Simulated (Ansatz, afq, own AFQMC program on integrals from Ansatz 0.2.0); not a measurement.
Where AFQMC and coupled cluster stand for Ge2H2, triplet

```yaml
atoms:
  - { symbol: Ge, position_ang: [0.0000, -0.0537, 1.2020] }
  - { symbol: Ge, position_ang: [0.0000, 0.0537, -1.2023] }
  - { symbol: H, position_ang: [0.0000, 1.4579, 1.6658] }
  - { symbol: H, position_ang: [0.0000, -1.4644, -1.6439] }
```

Connectivity, by distances: GeH–GeH.

Basis cc-pVDZ. Only valence electrons are correlated. AFQMC by an in-house program on the Cholesky factors that Ansatz 0.2.0 writes for its CCSD(T) run. The CISD trial takes its coefficients from CCSD amplitudes. Released means that phaseless walkers are propagated on without the constraint, phases kept. ± is one standard error of the sampling. No spin–orbit coupling.

Determinant: UHF, the one that the program's search chose, which needn't be the lowest solution. The geometry is a point of a scan.

No full CI on the walks' own integrals is used here; CCSDT(Q) serves as the reference and is uncertain by about the last step of the cluster series.

Cautions: no relativity below Rb; no spin-orbit coupling; inner d shell frozen; lower spins were not checked; the released energies are still falling, so no released level is given (meV from the phaseless value at times in 1/Eh: -1 ± 12 at 0.24, -10 ± 13 at 0.51, -19 ± 10 at 0.99, -28 ± 11 at 1.62, -53 ± 11 at 2.40), though the last usable value meets CCSDT(Q) within the noise.

```
T1 diagnostic                               : 0.0237
weight of the determinant in the CISD state : 0.856
⟨S²⟩ of the determinant                     : 2.045
size of the correlated space                : 10 electrons in 36 orbitals
```

Reference: CCSDT(Q), correlation energy -5.208 eV.

```json
{"level": "HF", "E − E(reference) (meV)": "5207.8", "share of correlation (%)": "0.00"}
{"level": "MP2", "E − E(reference) (meV)": "1257.3", "share of correlation (%)": "75.86"}
{"level": "CCSD", "E − E(reference) (meV)": "248.8", "share of correlation (%)": "95.22"}
{"level": "CCSD(T)", "E − E(reference) (meV)": "57.9", "share of correlation (%)": "98.89"}
{"level": "CCSDT", "E − E(reference) (meV)": "12.8", "share of correlation (%)": "99.75"}
{"level": "ph-AFQMC/CISD", "E − E(reference) (meV)": "38.2 ± 10.0", "share of correlation (%)": "99.27"}
```

A walk keeps the symmetry of its determinant, which the program's search chose and which needn't be the lowest solution, so a lower state of the same spin and another symmetry isn't excluded.
